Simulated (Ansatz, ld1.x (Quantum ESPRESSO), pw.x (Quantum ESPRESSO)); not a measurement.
**Au: does the PAW potential hold in the solid?**

* Element: Au
* Generator: ld1.x (Quantum ESPRESSO) 7.5
* Type: PAW
* Functional: PBEsol
* Relativity: scalar-relativistic
* Frozen core: [Xe] 4f14
* Valence charge: 11
* Reference configuration: 5d10 6s1 6p0
* Partial waves: 6s (bound): rcut 2.40, rcutus 2.55 bohr; 6s channel at 1.2 Ry: rcut 2.40, rcutus 2.55 bohr; 6p (bound, empty): rcut 3.10, rcutus 3.85 bohr; 6p channel at 0.8 Ry: rcut 3.10, rcutus 3.85 bohr; 5d (bound): rcut 1.30, rcutus 1.55 bohr; 5d channel at 2.45 Ry: rcut 1.30, rcutus 1.55 bohr
* Local potential: all-electron potential smoothed inside 2.25 bohr (lloc = -2)
* Core correction: Bessel-smoothed model core, default radius (core density twice the valence density)
* Augmentation charge: PSQ, inside the norm-conserving radii

Crystal test: fcc Au in pw.x 7.5, no spin, 14³ k-points, Fermi–Dirac smearing 0.01 Ry, cutoffs 100/800 Ry. The reference is all-electron LAPW (Ansatz 0.2.0) with the same functional, mesh and smearing; V0 and B0 come from Birch–Murnaghan fits to the pressures at five volumes. Errors are pseudo minus all-electron; Δ is the rms difference of the E(V) curves that follow from these fits, minima aligned, over ±6 % about the mean V0. Mesh and smearing are coarse, so the numbers serve the comparison and aren't converged zero-temperature values; the lattice is a test structure that the element need not adopt.

```csv
V (Å³/atom),P all-electron (GPa),P pseudo (GPa)
16.240,9.36,13.41
16.668,3.84,7.25
17.095,-0.81,2.05
17.522,-4.72,-2.32
17.950,-8.01,-5.99
```

All-electron: a0 = 4.083 Å (V0 = 17.02 Å³/atom), B0 = 175.2 GPa.

Pseudopotential: mean pressure error (GPa): +2.95; a0 (Å): 4.104; a0 error (%): +0.53; B0 error (%): +1.7; Δ (meV/atom): 10.8. The largest radius (3.85 bohr) exceeds half the bond length (2.73 bohr), so the spheres overlap, which is one possible source of error among others. This is a poor potential for the solid.

Problem. At the middle volume, how do free energy and pressure move when the wave cutoff is lowered (ecutrho held at 800 Ry)?

Solution.

| cutoff (Ry) | shift of F (meV/atom) | shift of P (GPa) |
| --- | --- | --- |
| 45 | +89.8 | -4.46 |
| 60 | +47.7 | -1.03 |
| 80 | +2.3 | -0.11 |

The run at the middle volume (104 k-points, 8 iterations) took about 32 s on one core of a shared host (Intel(R) Xeon(R) Platinum 8488C, 96 threads, 744 GiB, load 46).
